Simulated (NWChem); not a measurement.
Everything below was run with NWChem. System: FLi, charge 0, spin multiplicity 1, at a geometry optimised with B3LYP/def2-SVP. The structure started from a generated list of species. Level: MP2/def2-TZVP, 1 core orbitals frozen.

The NWChem input:

```
start mol
memory heap 200 mb stack 900 mb global 1100 mb
geometry units angstroms nocenter noautoz
  Li     0.000000     0.000000    -1.146724
  F      0.000000     0.000000     0.382241
  symmetry group C2v
end
basis spherical
  * library def2-tzvp
end
scf
  rhf
  nopen 0
  maxiter 100
  thresh 1e-7
  semidirect memsize 60000000 filesize 0
end
mp2
  freeze core 1
end
task mp2 energy
```

Part of the output:

```
             Northwest Computational Chemistry Package (NWChem) 7.3.0
             --------------------------------------------------------

                                NWChem Input Module
                                -------------------

 Scaling coordinates for geometry "geometry" by  1.889725989
 (inverse scale =  0.529177249)

 Turning off AUTOSYM since
 SYMMETRY directive was detected!

                             Geometry "geometry" -> ""
                             -------------------------

 Output coordinates in angstroms (scale by  1.889725989 to convert to a.u.)

  No.       Tag          Charge          X              Y              Z
 ---- ---------------- ---------- -------------- -------------- --------------
    1 Li                   3.0000     0.00000000     0.00000000    -1.14672400
    2 F                    9.0000     0.00000000     0.00000000     0.38224100

 Effective nuclear repulsion energy (a.u.)       9.3447434853

            Nuclear Dipole moment (a.u.)
            ----------------------------
        X                 Y               Z
 ---------------- ---------------- ----------------
     0.0000000000     0.0000000000    -0.0000056692

      Symmetry information
      --------------------

 Group name             C2v
 Group number             16
 Group order               4
 No. of unique centers     2

      Symmetry unique atoms

     1    2


 Summary of "ao basis" -> "" (spherical)
 ------------------------------------------------------------------------------
       Tag                 Description            Shells   Functions and Types
 ---------------- ------------------------------  ------  ---------------------
 *                         def2-tzvp                  on all atoms

 Summary of "ao basis" -> "ao basis" (spherical)
 ------------------------------------------------------------------------------
       Tag                 Description            Shells   Functions and Types
 ---------------- ------------------------------  ------  ---------------------
 Li                        def2-tzvp                 8       14   5s3p
 F                         def2-tzvp                11       31   5s3p2d1f

                                 NWChem SCF Module
                                 -----------------

  ao basis        = "ao basis"
  functions       =    45
  atoms           =     2
  closed shells   =     6
  open shells     =     0
  charge          =   0.00
  wavefunction    = RHF
  use symmetry    = T
  symmetry adapt  = T

 Summary of "ao basis" -> "ao basis" (spherical)
 ------------------------------------------------------------------------------
       Tag                 Description            Shells   Functions and Types
 ---------------- ------------------------------  ------  ---------------------
 Li                        def2-tzvp                 8       14   5s3p
 F                         def2-tzvp                11       31   5s3p2d1f

      Symmetry analysis of basis
      --------------------------

        a1         22
        a2          3
        b1         10
        b2         10

 Forming initial guess at       0.0s

      Superposition of Atomic Density Guess
      -------------------------------------

 Sum of atomic energies:        -106.85072996

      Non-variational initial energy
      ------------------------------

 Total energy =    -106.585352
 1-e energy   =    -166.967800
 2-e energy   =      51.037705
 HOMO         =      -0.670990
 LUMO         =      -0.057786

      Symmetry analysis of molecular orbitals - initial
      -------------------------------------------------

 !! scf_movecs_sym_adapt:   26 vectors were symmetry contaminated

  Symmetry fudging

 !! scf_movecs_sym_adapt:   26 vectors were symmetry contaminated

  Numbering of irreducible representations:

     1 a1          2 a2          3 b1          4 b2

  Orbital symmetries:

     1 a1          2 a1          3 a1          4 a1          5 b1
     6 b2          7 a1          8 b1          9 b2         10 a1
    11 a1         12 b1         13 b2         14 a1         15 b1
    16 b2

 Starting SCF solution at       0.1s

 ----------------------------------------------
         Quadratically convergent ROHF

 Convergence threshold     :          1.000E-07
 Maximum no. of iterations :          100
 Final Fock-matrix accuracy:          1.000E-09
 ----------------------------------------------

              iter       energy          gnorm     gmax       time
             ----- ------------------- --------- --------- --------
                 1     -106.9120894474  1.26D+00  4.17D-01      0.1
                 2     -106.9823875463  1.74D-01  5.99D-02      0.2
                 3     -106.9839138754  9.71D-03  3.34D-03      0.2
                 4     -106.9839234473  3.77D-05  1.36D-05      0.2
                 5     -106.9839234475  3.39D-09  1.87D-09      0.2

       Final RHF  results
       ------------------

         Total SCF energy =   -106.983923447508
      One-electron energy =   -169.928791096745
      Two-electron energy =     53.600124163943
 Nuclear repulsion energy =      9.344743485294

        Time for solution =      0.1s

       Symmetry analysis of molecular orbitals - final
       -----------------------------------------------

  Numbering of irreducible representations:

     1 a1          2 a2          3 b1          4 b2

  Orbital symmetries:

     1 a1          2 a1          3 a1          4 a1          5 b1
     6 b2          7 a1          8 b1          9 b2         10 a1
    11 a1         12 b1         13 b2         14 a1         15 a1
    16 b1

             Final eigenvalues
             -----------------

              1
    1  -26.1061
    2   -2.4315
    3   -1.3769
    4   -0.4996
    5   -0.4751
    6   -0.4751
    7    0.0031
    8    0.1087
    9    0.1087
   10    0.1381
   11    0.2090
   12    0.6794
   13    0.6794
   14    0.8426
   15    0.8684
   16    0.8804

                       ROHF Final Molecular Orbital Analysis
                       -------------------------------------

 Vector    4  Occ=2.000000D+00  E=-4.996053D-01  Symmetry=a1
              MO Center= -1.9D-16, -1.7D-16,  3.8D-01, r^2= 5.2D-01
   Bfn.  Coefficient  Atom+Function         Bfn.  Coefficient  Atom+Function
  ----- ------------  ---------------      ----- ------------  ---------------
    22      0.474370  2 F  pz                25      0.414771  2 F  pz
    28      0.296863  2 F  pz

 Vector    5  Occ=2.000000D+00  E=-4.750543D-01  Symmetry=b1
              MO Center=  4.6D-17, -1.9D-31,  3.5D-01, r^2= 5.8D-01
   Bfn.  Coefficient  Atom+Function         Bfn.  Coefficient  Atom+Function
  ----- ------------  ---------------      ----- ------------  ---------------
    20      0.470416  2 F  px                23      0.405006  2 F  px
    26      0.320144  2 F  px

 Vector    6  Occ=2.000000D+00  E=-4.750543D-01  Symmetry=b2
              MO Center= -5.4D-31,  8.4D-17,  3.5D-01, r^2= 5.8D-01
   Bfn.  Coefficient  Atom+Function         Bfn.  Coefficient  Atom+Function
  ----- ------------  ---------------      ----- ------------  ---------------
    21      0.470416  2 F  py                24      0.405006  2 F  py
    27      0.320144  2 F  py

 Vector    7  Occ=0.000000D+00  E= 3.142691D-03  Symmetry=a1
              MO Center=  2.8D-15, -9.6D-16, -2.2D+00, r^2= 6.5D+00
   Bfn.  Coefficient  Atom+Function         Bfn.  Coefficient  Atom+Function
  ----- ------------  ---------------      ----- ------------  ---------------
     5      1.016033  1 Li s                 11     -0.458827  1 Li pz
     4     -0.161935  1 Li s

 Vector    8  Occ=0.000000D+00  E= 1.086617D-01  Symmetry=b1
              MO Center= -3.0D-15, -1.9D-33, -1.3D+00, r^2= 5.9D+00
   Bfn.  Coefficient  Atom+Function         Bfn.  Coefficient  Atom+Function
  ----- ------------  ---------------      ----- ------------  ---------------
     9      1.046553  1 Li px                26     -0.245808  2 F  px

 Vector    9  Occ=0.000000D+00  E= 1.086617D-01  Symmetry=b2
              MO Center= -1.5D-33,  6.0D-16, -1.3D+00, r^2= 5.9D+00
   Bfn.  Coefficient  Atom+Function         Bfn.  Coefficient  Atom+Function
  ----- ------------  ---------------      ----- ------------  ---------------
    10      1.046553  1 Li py                27     -0.245808  2 F  py

 center of mass
 --------------
 x =   0.00000000 y =   0.00000000 z =  -0.05691088

 moments of inertia (a.u.)
 ------------------
          42.774560244777           0.000000000000           0.000000000000
           0.000000000000          42.774560244777           0.000000000000
           0.000000000000           0.000000000000           0.000000000000

  Mulliken analysis of the total density
  --------------------------------------

    Atom       Charge   Shell Charges
 -----------   ------   -------------------------------------------------------
    1 Li   3     2.17   0.36  1.29  0.34  0.02 -0.00  0.10  0.06  0.00
    2 F    9     9.83   0.77  1.20  0.59  0.98  0.44  2.24  2.26  1.35  0.00  0.00  0.00

       Multipole analysis of the density wrt the origin
       ------------------------------------------------

     L   x y z        total         open         nuclear
     -   - - -        -----         ----         -------
     0   0 0 0     -0.000000      0.000000     12.000000

     1   1 0 0      0.000000      0.000000      0.000000
     1   0 1 0      0.000000      0.000000      0.000000
     1   0 0 1     -2.509991      0.000000     -0.000006

     2   2 0 0     -5.146858      0.000000      0.000000
     2   1 1 0      0.000000      0.000000      0.000000
     2   1 0 1      0.000000      0.000000      0.000000
     2   0 2 0     -5.146858      0.000000      0.000000
     2   0 1 1     -0.000000      0.000000      0.000000
     2   0 0 2     -0.792657      0.000000     18.783446

                   NWChem MP2 Semi-direct Energy/Gradient Module
                   ---------------------------------------------

  Basis functions       =     45
  Molecular orbitals    =     45
  Frozen core           =      1
  Frozen virtuals       =      0
  Active alpha occupied =      5
  Active beta occupied  =      5
  Active alpha virtual  =     39
  Active beta virtual   =     39
  Use MO symmetry       = T
  Use skeleton AO sym   = T

  AO/Fock/Back tols     =   1.0D-09  1.0D-09  1.0D-09

 GA uses MA = F    GA memory limited = T

 Available:
  local mem=  1.26D+08
 global mem=  1.44D+08
 local disk=  0.00D+00
  mp2_memr nvloc                    39
  nvloc new                    39
   1 passes of   5:        3145728                      13877                    686416.
   1 passes of   5: M    126154129           G      144175150           F     123008401.

 Semi-direct pass number   1 of   1  for RHF alpha+beta  at        0.3s
  vrange nnbf                  1030
  mp2_eaftype                    10  avail_ma_in_mb                  1099
 EAF : mp2_eaftype filesize          10     343208.
  mp2_eaf for mointskh                     10
Node 0 wrote      1.6 Mb in      0.0 s     Agg I/O rate:  1171.2 Mb/s
 Done moints_semi at        0.5s
  mp2_eaftype                    10  avail_ma_in_mb                  1089
 EAF : mp2_eaftype filesize          10     343208.
  mp2_eaf for kh                    10
 Done maket at        0.6s
 Done multipass loop at        0.6s

          -------------------------------------------
          SCF energy                -106.983923447508
          Correlation energy          -0.304150087847
          Singlet pairs               -0.195128464410
          Triplet pairs               -0.109021623437
          Total MP2 energy          -107.288073535355
          -------------------------------------------

          ---------------------------------------------------
                    Spin Component Scaled (SCS) MP2
          Same spin pairs                     -0.072681082291
          Same spin scaling factor             0.333333333333
          Opposite spin pairs                 -0.231469005556
          Opposite spin scaling fact.          1.200000000000
          SCS-MP2 correlation energy          -0.301989834098
          Total SCS-MP2 energy              -107.285913281606
          ---------------------------------------------------

 -----------------------
 Performance information
 -----------------------

 Timer overhead =  1.37D-07 seconds/call

               Nr. of calls         CPU time (s)                 Wall time (s)                GFlops
             ---------------    -------------------     ------------------------------   -------------------
Name         Min   Avg   Max    Min     Avg     Max     Min     Avg     Max   Mx/calls   Min     Max     Sum
mp2: moin     1     1     1   0.26    0.26    0.26     0.26    0.26    0.26    0.26      0.0     0.0     0.0
mp2: make     1     1     1   2.11E-2 2.11E-2 2.11E-2  2.11E-2 2.11E-2 2.11E-2 2.11E-2   0.0     0.0     0.0
mp2: tota     1     1     1   0.33    0.33    0.33     0.33    0.33    0.33    0.33      0.0     0.0     0.0

 The average no. of pstat calls per process was 3.00D+00
 with a timing overhead of 4.10D-07s

 Task  times  cpu:        0.5s     wall:        0.5s

 Total times  cpu:        0.6s     wall:        0.6s
```
